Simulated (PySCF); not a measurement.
## Dipole moment and polarisability of furan

Species: furan, C4H4O.
Numbering: `[cH:1]1[cH:2][cH:3][o:4][cH:5]1` (hydrogens: H6 on C1; H7 on C2; H8 on C3; H9 on C5)

Structure used (GFN2-xTB), in Å, numbered top down from 1:
```
atom  x, y, z in Å
C1    -0.849    0.550   -0.110
C2     0.527    0.872   -0.009
C3     1.178   -0.315    0.119
O4     0.307   -1.337    0.104
C5    -0.918   -0.806   -0.035
H6    -1.667    1.232   -0.221
H7     0.965    1.849   -0.030
H8     2.217   -0.555    0.225
H9    -1.748   -1.485   -0.066
```

Level: PBE0/def2-SVPD (PySCF), static field, nuclei fixed, core orbitals frozen in the response. The polarisability tensor in these axes (au):

```
x   55.13  1.15  1.92
y    1.15 50.94 -1.01
z    1.92 -1.01 32.56
```

Task: Give the principal values, the mean and the anisotropy Δα = √{½[(α1 − α2)² + (α2 − α3)² + (α1 − α3)²]}.

Result: Principal values 32.34, 50.76 and 55.54 au; mean 46.21 au = 6.85 Å³ = 7.62 × 10⁻⁴⁰ C²·m²/J; Δα = 21.22 au (46 % of the mean).

Task: What is the dipole moment, and where does it point?

Result: (-0.14, 0.61, -0.05) D, 0.63 D in size, pointing from the negative to the positive side. Measured along this direction, the outermost atoms are O4 at the negative end and H6 and H7 at the positive end.

Task: What would n − 1 = 2πNα be for an ideal gas of these molecules at 273.15 K and 1 atm, electronic part alone?

Result: N = p/kT = 2.6868 × 10¹⁹ cm⁻³, so n − 1 = 2π × N × 6.85 × 10⁻²⁴ cm³ = 1156 × 10⁻⁶ at long wavelengths, for an ideal gas.

Task: Find the Langevin capture rate constant for NO+ (29.998 u) meeting this molecule (68.026 u), k = 2.342 × 10⁻⁹ cm³/s × √(α in Å³ / reduced mass in u).

Result: The reduced mass is 20.82 u, so k = 1.34 × 10⁻⁹ cm³/s. The formula leaves out the permanent dipole, which adds to the capture rate.

Task: How large is μ²/3kT at 250 K beside α?

Result: In Gaussian units μ²/3kT = 3.82 Å³ against 6.85 Å³, a ratio of 0.56; the Debye molar polarisation (4π/3)N_A(α + μ²/3kT) is 26.9 cm³/mol, leaving out the vibrational part.

Task: What depolarisation ratio follows for Rayleigh scattering of linearly polarised light, taking the static tensor?

Result: ρ = 3Δα²/(45ᾱ² + 4Δα²) = 1350.9/(96090 + 1801.2) = 0.0138.

Task: Estimate the molar refractivity from the static electronic polarisability.

Result: Lorentz–Lorenz: R = (4π/3)N_A α = 2.5225 cm³/(mol·Å³) × 6.85 Å³ = 17.3 cm³/mol, in the limit of long wavelengths.

Isolated species at its GFN2-xTB geometry, gas phase.
